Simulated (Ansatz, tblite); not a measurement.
# Diborane 1,2-di F (B₂H₄F₂): one state, many levels

Aim: run the singlet of diborane 1,2-di F (B₂H₄F₂) at one geometry on many levels, and compare frontier levels, spin and run time.

Program: Ansatz 0.2.0, Gaussian basis. Level of theory: as each input shows. These are calculated values, not measurements.

Plan: GFN1-xTB, GFN2-xTB, PBE-D4/def2-TZVP, r2SCAN-D4/def2-TZVP, ωB97M-V/def2-TZVP, ωB97X-V/def2-TZVP, LC-ωPBE/def2-TZVP, PBE-D4/def2-SVP, PBE0-D4/def2-SVP, HF/STO-3G, CCSD(T)/def2-TZVPP, MP2/def2-TZVP.

2 further runs of the same task are left out: 2 set aside as unsound or not needed.

### Step 1. The structure

The geometry is that of the singlet, from an earlier relaxation (PBE-D4/def2-TZVP).

8 atoms, charge 0, spin multiplicity 1.

Bond lengths: B1–B2 1.801 Å, B1–F3 1.350 Å, B1–H5 1.200 Å, B1–H6 1.344 Å, B1–H8 1.344 Å, B2–F4 1.350 Å, B2–H6 1.344 Å, B2–H7 1.200 Å, B2–H8 1.344 Å. Angles: B2–B1–F3 119.6°, B2–B1–H5 118.7°, B2–B1–H6 47.9°, B2–B1–H8 47.9°, F3–B1–H5 121.7°, F3–B1–H6 112.5°, F3–B1–H8 112.5°, H5–B1–H6 105.6°, H5–B1–H8 105.6°, H6–B1–H8 95.5°, B1–B2–F4 119.6°, B1–B2–H6 47.9°, B1–B2–H7 118.7°, B1–B2–H8 47.9°, F4–B2–H6 112.5°, F4–B2–H7 121.7°, F4–B2–H8 112.5°, H6–B2–H7 105.6° and more.

PBE0-D4/def2-TZVP was run before; its log isn't repeated, and its numbers join the tables.

### Step 2. GFN1-xTB

Tight binding, by tblite at 300 K electronic temperature and without a spin-polarisation term:

```python
tblite.interface.Calculator('GFN1-xTB', numbers, positions, charge=0, uhf=0).singlepoint()
```

Energy -414.7724 eV, HOMO -12.76 eV, LUMO -5.89 eV; 0.004 s.

### Step 3. GFN2-xTB

Tight binding, by tblite at 300 K electronic temperature and without a spin-polarisation term:

```python
tblite.interface.Calculator('GFN2-xTB', numbers, positions, charge=0, uhf=0).singlepoint()
```

Energy -381.9247 eV, HOMO -11.92 eV, LUMO -6.04 eV; 0.002 s.

### Step 4. PBE-D4/def2-TZVP

start.molden holds the orbitals of an earlier run on this state, given as this run's starting guess.

The input, in.yaml:

```yaml
crystal:
  periodic: [false, false, false]
  atoms:
    - {symbol: B, position_ang: [0.864503, 0.111169, 0.227069]}
    - {symbol: B, position_ang: [-0.865004, -0.091741, -0.233749]}
    - {symbol: F, position_ang: [1.532539, -0.923158, 0.780386]}
    - {symbol: F, position_ang: [-1.476731, -1.276210, -0.021417]}
    - {symbol: H, position_ang: [1.392355, 1.171157, 0.031018]}
    - {symbol: H, position_ang: [-0.279279, 0.390486, 0.875783]}
    - {symbol: H, position_ang: [-1.443348, 0.838476, -0.724531]}
    - {symbol: H, position_ang: [0.274964, -0.220168, -0.934559]}
basis:
  gaussian: {orbitals: def2-TZVP, initial_orbitals: start.molden}
hamiltonian: {xc: pbe, dispersion: d4}
scf: {omitted_lower_state_checks: [starts]}
output: {forces: true, orbitals: {seedname: orbitals}}
```

Command:

```
$ ansatz run in.yaml --threads 2 --pin off --events-out ev --progress --plain --max-ram 4352MiB
```

After this run come: r2SCAN-D4/def2-TZVP; ωB97M-V/def2-TZVP; ωB97X-V/def2-TZVP; LC-ωPBE/def2-TZVP; PBE-D4/def2-SVP; PBE0-D4/def2-SVP; HF/STO-3G; CCSD(T)/def2-TZVPP; MP2/def2-TZVP.

Before running them: what should the planned runs give, taken together? Wanted: gap in def2-TZVP, named functionals, smallest and largest; correlation energy, CCSD(T)/def2-TZVPP; correlation energy, MP2/def2-TZVP; binding an atom, CCSD(T)/def2-TZVPP; PBE0 total energy, smallest basis above largest.

**Answer**, as computed:

| quantity | value |
| --- | --- |
| gap in def2-TZVP, named functionals, smallest and largest | 6.78 eV (PBE-D4), 14.53 eV (LC-ωPBE) |
| correlation energy, CCSD(T)/def2-TZVPP | -21.44 eV |
| correlation energy, MP2/def2-TZVP | -19.85 eV |
| binding an atom, CCSD(T)/def2-TZVPP | 3.739 eV |
| PBE0 total energy, smallest basis above largest | 8.13 eV (def2-SVP, def2-TZVP) |

In words: Over the named functionals in def2-TZVP the gap runs from 6.78 eV (PBE-D4) to 14.53 eV (LC-ωPBE); exact exchange widens it. A small miss in a minimal or small basis is a cancelling of errors, not accuracy. The functionals in def2-TZVP miss CCSD(T)/def2-TZVPP by +0.083 (ωB97X-V) to +0.163 eV (PBE-D4) an atom. The reference is CCSD(T) in one finite basis, so it carries an error of its own, often a tenth of an eV or more, and near misses can't be ranked.
